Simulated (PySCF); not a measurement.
# Bond length, frequency and bond energy of NaLi by level of theory

State: ¹Σ⁺ (singlet), closed shell. Set-up: PySCF, no relativity, basis sets Na aug-pcseg-1, Li aug-pcseg-1. De refers to Na + Li in their ground configurations, without counterpoise correction. A positive dipole means Na(−)Li(+).

```
      Level  Re (Å)  ωe (cm⁻¹)  De (eV)  μ (D)
    RHF-MP2   3.000        242    0.458    n/a
RHF-SCS-MP2   2.998        241     0.54    n/a
   RHF-CCSD   2.979        236     0.73    n/a
RHF-CCSD(T)   2.979        236     0.73    n/a
        PBE   2.932        245     0.80  -0.23
     revPBE   2.972        239     0.77  -0.45
       TPSS   2.979        239     0.90  -0.71
     r²SCAN   2.969        244     0.67  -0.33
       PBE0   2.935        250     0.74  -0.39
  BHandHLYP   2.899        257     0.75  -0.21
      ωB97X   2.921        260     0.87  -0.25
```

Q: Which functional lies closest to RHF-CCSD(T) in De, which farthest, and by how much do they differ from it?

A: Closest is PBE0 (-4.4 pm in Re, +5.9 % in ωe, +0.01 eV in De against RHF-CCSD(T) in the same basis), farthest TPSS (+0.0 pm in Re, +1.3 % in ωe, +0.17 eV in De). CCSD(T) converges more slowly with the basis than the functionals do and binds too weakly in this one, so the order can change at the basis-set limit.

Q: What does a quarter of exact exchange do here, going from PBE to PBE0?

A: PBE0 less PBE: +0.3 pm in Re, +2.0 % in ωe, -0.06 eV in De. Exact exchange removes part of the self-interaction that spreads semilocal densities, and in most molecules shortens and stiffens the bond and lowers De; here Re goes the other way.

Q: What does the step from GGA to meta-GGA do here, going from PBE to r²SCAN?

A: r²SCAN less PBE: +3.7 pm in Re, -0.4 % in ωe, -0.13 eV in De. 

Correlated steps freeze 1 core orbital. Closed-shell solutions of metal pairs were not tested for spin polarisation, which can lower them a little. Correlated levels converge slowly with the basis: in double zeta they bind strong bonds too weakly, by up to about 1 eV, and carry superposition errors of some tenths. Where the molecule has an RHF reference, its open-shell atoms are computed with UHF.
